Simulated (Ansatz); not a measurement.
# AlH+ (doublet): from Hartree-Fock to the top rungs at distance Al1–H2 = 3.493 Å, cc-pVQZ

One table from this session's results is given with a row withheld; the runs are named, their logs left out.

Method: cc-pVQZ, core rule «outside noble gas», up to 5 orbitals frozen; program: Ansatz 0.2.0, Gaussian basis.

The runs, in order: UHF; CCSD(T) on ROHF; CCSD(T) on UHF; BCCD(T) on ROHF; CCSDT on ROHF; CCSDT on UHF; CASSCF and MRCISD+Q, 3 electrons in 5 orbitals; CASSCF and NEVPT2, 3 electrons in 5 orbitals; Full CI.

27 further runs of the same task are left out: 4 for a known fault of the program, 17 that didn't finish, 6 set aside as unsound or not needed.

## What is computed

The geometry derives from a PBE0/def2-TZVP stationary point (not a proven minimum). One bond is set to the value named and the two fragments are kept rigid.

2 atoms, charge 1, spin multiplicity 2.

Atoms are counted from 1 here; the program's logs count them from 0.

No contacts short enough for the rule that draws bonds.

As a file:

```
Al    0.0000    0.0000    0.0000
H     0.0000    0.0000    3.4930
```

Set-up of the first run:

Input file in.yaml:

```yaml
crystal:
  periodic: [false, false, false]
  atoms:
    - {symbol: Al, position_ang: [0.000000, 0.000000, 0.000000]}
    - {symbol: H, position_ang: [0.000000, 0.000000, 3.493000]}
basis:
  gaussian: {orbitals: cc-pVQZ}
total_charge: 1
magnetization: {spin_polarized: true, initial_magnetization: 1}
hamiltonian: {xc: hf}
output: {orbitals: {seedname: orbitals}}
```

Run with:

```console
ansatz run in.yaml --threads 1 --pin off --events-out ev --progress --plain --max-ram 2393MiB
```

Among the steps run: UHF; CCSD(T) on ROHF; CCSD(T) on UHF; BCCD(T) on ROHF; CCSDT on ROHF; CCSDT on UHF; CASSCF and MRCISD+Q, 3 electrons in 5 orbitals; CASSCF and NEVPT2, 3 electrons in 5 orbitals; Full CI.

One table of the session follows, with a row left open; its other results are not shown here.

```
          method  from FCI (kJ/mol)
            ROHF             +107.1
             UHF             +107.0
            RMP2              +29.5
            UMP2              +29.5
           RCCSD               +0.2
           UCCSD               +0.2
        RCCSD(T)               +0.1
        UCCSD(T)               +0.1
         BCCD(T)               +0.1
          RCCSDT                0.0
          UCCSDT                0.0
  CASSCF valence               +9.4
  NEVPT2 valence                  ?
  MRCISD valence               +0.4
MRCISD+Q valence               +0.4
             FCI                  0
```

Estimate the missing values for NEVPT2 valence.

As computed: from FCI (kJ/mol): +3.0. In the column «from FCI (kJ/mol)» it lies between MRCISD+Q valence (+0.4) and CASSCF valence (+9.4).

Among the levels timed on like hardware and quicker than the yardstick, those that no quicker one beats, quickest first: NEVPT2 valence (1.2 s, +3.0 kJ/mol); RCCSD(T) (1.6 s, +0.1 kJ/mol); UCCSD(T) (1.9 s, +0.1 kJ/mol); BCCD(T) (2.2 s, +0.1 kJ/mol).

To keep in mind: The yardstick is full CI for this spin, exact in this basis with these frozen cores. Of the multireference levels listed MRCISD+Q valence comes nearest in total energy (+0.4 kJ/mol), which doesn't show that its space is the better one. Levels on UHF freeze UHF's core orbitals, full CI those of ROHF, so the U rows can settle a little off it for that reason alone. Restricted and unrestricted rows rest on different reference determinants; where their highest levels disagree by more than a few hundredths of an eV, they describe different states and don't form one ladder.
